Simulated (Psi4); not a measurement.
**M06-L/6-31G(d) (spherical functions) run of C3H4F2 (SMILES F/C=C\CF)**

Aim: the energy change on altering one bond length of C3H4F2 at M06-L/6-31G* (spherical functions), from 2 runs. 

Program for the calculation: Psi4 1.11.

## Step 1: The molecule

C3H4F2 has 9 atoms, charge 0, and is taken as a singlet. As SMILES, `F/C=C\CF`. The shape is that of a PBE0-D4/def2-TZVP optimisation. This is one conformer, not always the lowest.

Bond lengths: F1–C2 1.336 Å, C2–C3 1.320 Å, C3–C4 1.485 Å, C4–F5 1.387 Å, C2–H6 1.084 Å, C3–H7 1.084 Å, C4–H8 1.095 Å, C4–H9 1.091 Å. Some angles: F1–C2–C3 122.6°, C2–C3–C4 124.9°, C3–C4–F5 109.9°, F1–C2–H6 112.2°, C3–C2–H6 125.2°, C2–C3–H7 117.2°, C4–C3–H7 117.9°, C3–C4–H8 111.0°, C3–C4–H9 111.5°, F5–C4–H8 107.0°.

## Step 2: The energy at M06-L/6-31G(d) (spherical functions)

Contents of c3h4f2.json:

```json
{
  "schema_name": "qcschema_input",
  "schema_version": 1,
  "molecule": {
    "schema_name": "qcschema_molecule",
    "schema_version": 2,
    "symbols": ["F", "C", "C", "C", "F", "H", "H", "H", "H"],
    "geometry": [-3.34727188, 1.31562733, -1.4441287, -1.43014473, -0.15835905, -2.17091737, 0.51003708, -0.67160866, -0.68842723, 0.83053463, 0.29328549, 1.92638681, 3.1305203, 1.53332378, 2.14238251, -1.67977755, -0.86681737, -4.07595028, 1.96985051, -1.89218277, -1.44677432, 0.84999881, -1.25988041, 3.29322572, -0.66631743, 1.61911734, 2.43188855],
    "molecular_charge": 0,
    "molecular_multiplicity": 1,
    "fix_symmetry": "c1",
    "fix_com": true,
    "fix_orientation": true
  },
  "driver": "energy",
  "model": {
    "method": "m06-l",
    "basis": "6-31G*"
  },
  "keywords": {
    "puream": true,
    "e_convergence": 1e-09,
    "d_convergence": 1e-08,
    "scf_type": "pk",
    "dft_radial_points": 99,
    "dft_spherical_points": 590
  }
}
```

Started as:

```console
$ psi4 --qcschema c3h4f2.json -n 1 --memory 2200MB
```

stdout:

```text
[...]
  Running in c1 symmetry.
[...]
  Nuclear repulsion =  168.442552202306160
[...]
  Multiplicity = 1
[...]
  Nalpha       = 20
  Nbeta        = 20
[...]
    Number of basis functions: 78
[...]
   @RKS iter   1:  -316.12927855830179   -3.05898e-01   7.61358e-03 ADIIS/DIIS
[...]
   @RKS iter  13:  -316.31319092173305   -1.08002e-12   2.06645e-09 DIIS
[...]
    Orbital Energies [Eh]
    ---------------------
    Doubly Occupied:
       1A    -24.530024     2A    -24.480951     3A    -10.145911
       4A    -10.133121     5A    -10.065072     6A     -1.210946
       7A     -1.155381     8A     -0.766409     9A     -0.658063
      10A     -0.557297    11A     -0.496082    12A     -0.470649
      13A     -0.446942    14A     -0.425782    15A     -0.417582
      16A     -0.384671    17A     -0.341640    18A     -0.295940
      19A     -0.292576    20A     -0.238158
[...]
  @RKS Final Energy:  -316.31319092173305
   => Energetics <=
    Nuclear Repulsion Energy =            168.4425522023061603
    One-Electron Energy =                -769.4155731266213252
    Two-Electron Energy =                 323.3740077475512749
    DFT Exchange-Correlation Energy =     -38.7141777449691560
    Empirical Dispersion Energy =           0.0000000000000000
    VV10 Nonlocal Energy =                  0.0000000000000000
    Total Energy =                       -316.3131909217330531
[...]
 Multipole Moments:
 ------------------------------------------------------------------------------------
     Multipole            Electronic (a.u.)      Nuclear  (a.u.)        Total (a.u.)
 ------------------------------------------------------------------------------------
 L = 1.  Multiply by 2.5417464519 to convert [e a0] to [Debye]
 Dipole X            :          1.7486656           -2.0144480           -0.2657824
 Dipole Y            :        -20.6107402           20.0207035           -0.5900367
 Dipole Z            :         -1.1794252            0.8889272           -0.2904980
 Magnitude           :                                                    0.7093467
[...]
```

The result, in JSON:

```text
{
 "driver": "energy",
 "model": {
  "method": "m06-l",
  "basis": "6-31G*"
 },
 "success": true,
 "return_result": -316.31319092173305,
 "properties": {
  "calcinfo_nbasis": 78,
  "calcinfo_nmo": 78,
  "calcinfo_nalpha": 20,
  "calcinfo_nbeta": 20,
  "calcinfo_natom": 9,
  "nuclear_repulsion_energy": 168.44255220230616,
  "return_energy": -316.31319092173305,
  "scf_one_electron_energy": -769.4155731266213,
  "scf_two_electron_energy": 323.3740077475513,
  "scf_xc_energy": -38.714177744969156,
  "scf_dipole_moment": [-0.26578243342365426, -0.5900367353611813, -0.29049801064723835],
  "scf_total_energy": -316.31319092173305,
  "scf_iterations": 13
 }
}
```

It took 23 s on 1 thread of Intel Xeon 6975P-C (Granite Rapids), shared host; peak memory 1.5 GiB.

## Step 3: The distorted shape at the same level

Contents of c3h4f2.inp:

```
memory 2200 mb

molecule {
  F     -2.582881     1.320185    -0.456527
  C     -0.756800    -0.083800    -1.148800
  C      0.269900    -0.355400    -0.364300
  C      0.439500     0.155200     1.019400
  F      1.656600     0.811400     1.133700
  H     -0.888900    -0.458700    -2.156900
  H      1.042400    -1.001300    -0.765600
  H      0.449800    -0.666700     1.742700
  H     -0.352600     0.856800     1.286900
  symmetry c1
  no_reorient
  no_com
}

set {
  basis 6-31G*
  puream true
  e_convergence 1e-09
  d_convergence 1e-08
  scf_type pk
  dft_radial_points 99
  dft_spherical_points 590
}

energy_value, wavefunction = energy('m06-l', return_wfn=True)
oeprop(wavefunction, 'LOWDIN_CHARGES', 'DIPOLE', 'WIBERG_LOWDIN_INDICES', title='M06-L')
```

Started as:

```console
$ psi4 -i c3h4f2.inp -o c3h4f2.out -n 1
```

c3h4f2.out:

```text
[...]
  Running in c1 symmetry.
[...]
  Nuclear repulsion =  150.372783161597624
[...]
  Multiplicity = 1
[...]
  Nalpha       = 20
  Nbeta        = 20
[...]
    Number of basis functions: 78
[...]
   @RKS iter   1:  -315.93962578522707   -6.01016e-01   8.64428e-03 DIIS/ADIIS
[...]
   @RKS iter  15:  -316.15247487027835   -5.11591e-13   2.32946e-09 DIIS
[...]
    Orbital Energies [Eh]
    ---------------------
    Doubly Occupied:
       1A    -24.507332     2A    -24.426379     3A    -10.180058
       4A    -10.160662     5A    -10.125779     6A     -1.180733
       7A     -1.005350     8A     -0.809694     9A     -0.686164
      10A     -0.563962    11A     -0.502147    12A     -0.471320
      13A     -0.448639    14A     -0.431568    15A     -0.330787
      16A     -0.321578    17A     -0.298150    18A     -0.289159
      19A     -0.252032    20A     -0.249699
[...]
  @RKS Final Energy:  -316.15247487027835
   => Energetics <=
    Nuclear Repulsion Energy =            150.3727831615976243
    One-Electron Energy =                -733.5990217747234965
    Two-Electron Energy =                 305.5898615706749410
    DFT Exchange-Correlation Energy =     -38.5160978278274726
    Empirical Dispersion Energy =           0.0000000000000000
    VV10 Nonlocal Energy =                  0.0000000000000000
    Total Energy =                       -316.1524748702783540
[...]
 Multipole Moments:
 ------------------------------------------------------------------------------------
     Multipole            Electronic (a.u.)      Nuclear  (a.u.)        Total (a.u.)
 ------------------------------------------------------------------------------------
 L = 1.  Multiply by 2.5417464519 to convert [e a0] to [Debye]
 Dipole X            :         16.8741799          -15.8174404            1.0567395
 Dipole Y            :        -32.0290167           30.6331502           -1.3958664
 Dipole Z            :         -6.4482380            6.1216865           -0.3265515
 Magnitude           :                                                    1.7809484
[...]
```

It took 26 s on 1 thread of Intel Xeon 6975P-C (Granite Rapids), shared host; peak memory 1.4 GiB.

## Step 4: What came out

At M06-L/6-31G* (spherical functions):

| quantity | value |
| --- | --- |
| first shape: total energy | -316.31319 Eh |
| first shape: dipole moment | 1.80 D |
| first shape: HOMO energy | -6.48 eV |
| first shape: LUMO energy | -0.46 eV |
| first shape: HOMO–LUMO gap | 6.02 eV |
| distorted shape: total energy | -316.15247 Eh |
| distorted shape: dipole moment | 4.53 D |
| distorted shape: HOMO energy | -6.79 eV |
| distorted shape: LUMO energy | -5.12 eV |
| distorted shape: HOMO–LUMO gap | 1.67 eV |
| energy change with the F1–C2 bond stretched from 1.336 to 2.405 Å | 4.373 eV |

One bond (distorted shape) is far stretched, which a spin-restricted single reference describes badly; a broken-symmetry solution may lie lower. With the F1–C2 bond stretched from 1.336 to 2.405 Å the energy rises by 4.37 eV (422 kJ/mol). The first shape isn't relaxed at this level, so the change isn't measured from a minimum. A restricted reference can't describe the breaking bond well at this length.
